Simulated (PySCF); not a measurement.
## Aluminium: a sound run and one with changed settings

Sound run: Al [Ne] 3s2 3p1, Al⁺ [Ne] 3s2. Computed with PySCF 2.14 in pcseg-2 (5s4p2d1f, 34 functions), with no relativity, point nucleus. The sound run starts from symmetry-adapted Hartree-Fock orbitals and uses a fine grid where one is needed.

A second run was set up differently.

```json
{"species": "Al", "method": "UHF", "sound run (hartree)": "-241.86934", "changed run (hartree)": "-241.86934", "converged": "yes"}
{"species": "Al", "method": "TPSS", "sound run (hartree)": "-242.38369", "changed run (hartree)": "-242.38264", "converged": "yes"}
{"species": "Al", "method": "B3LYP", "sound run (hartree)": "-242.39251", "changed run (hartree)": "-242.39257", "converged": "yes"}
{"species": "Al⁺", "method": "UHF", "sound run (hartree)": "-241.66511", "changed run (hartree)": "-241.66511", "converged": "yes"}
{"species": "Al⁺", "method": "TPSS", "sound run (hartree)": "-242.15776", "changed run (hartree)": "-242.15675", "converged": "yes"}
{"species": "Al⁺", "method": "B3LYP", "sound run (hartree)": "-242.17139", "changed run (hartree)": "-242.17149", "converged": "yes"}
```

Ionisation energy of Al:

```csv
method,sound run (eV),changed run (eV)
UHF,5.557,5.557
TPSS,6.148,6.147
B3LYP,6.017,6.016
```

(1) What was changed?
A. too few SCF iterations
B. level shift left on
C. radial grid too coarse
D. all electrons correlated in a valence basis

## Answers

(1) C. It used radial step 0.3 in ln r (0.13 in the sound run). A coarse radial grid mis-integrates the density and the exchange-correlation energy, with errors of either sign; Hartree-Fock needs no grid.
